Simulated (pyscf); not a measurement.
Single points on ωB97X-D3(BJ)/def2-SVP structures (PySCF, gas phase).

### Question
PBE/def2-TZVP puts the barrier of •O–OH (SMILES [O]O) + •H₂C–CH₃ (SMILES [CH2]C) → H₃C–CH₂–OH (SMILES CCO) + O (SMILES [O]) [triplet] (substitution at O; triplet surface; O–O broken, C–O formed) at 14.7 kcal/mol and the reaction energy at -14.6 kcal/mol, from the separated reactants. What do PBE0-D3(BJ)/def2-TZVP, M06-2X/def2-TZVP, ωB97M-D3(BJ)/def2-TZVP give on the same structures?

### Answer
PBE0-D3(BJ): ΔE‡ = 21.5 kcal/mol, ΔE = -25.9 kcal/mol; M06-2X: ΔE‡ = 24.8 kcal/mol, ΔE = -31.9 kcal/mol; ωB97M-D3(BJ): ΔE‡ = 23.4 kcal/mol, ΔE = -29.2 kcal/mol. PBE's barrier lies under all of them, by 6.8 to 10.1 kcal/mol. Its reaction energy lies over all of them, by 11.3 to 17.3 kcal/mol. Low barriers are usual for a GGA, whose delocalisation error favours stretched bonds. On the reactant side the descent ends in a complex, 6.0 kcal/mol under the separated species and 30.8 kcal/mol under the saddle at ωB97X-D3(BJ)/def2-TZVP. •O–OH + •H₂C–CH₃ also meet on a surface of lower spin, which isn't treated here. One saddle was located; it need not be the lowest between these sides. The angle at the attacked O is 168°. Left out: the spin-orbit lowering of O.
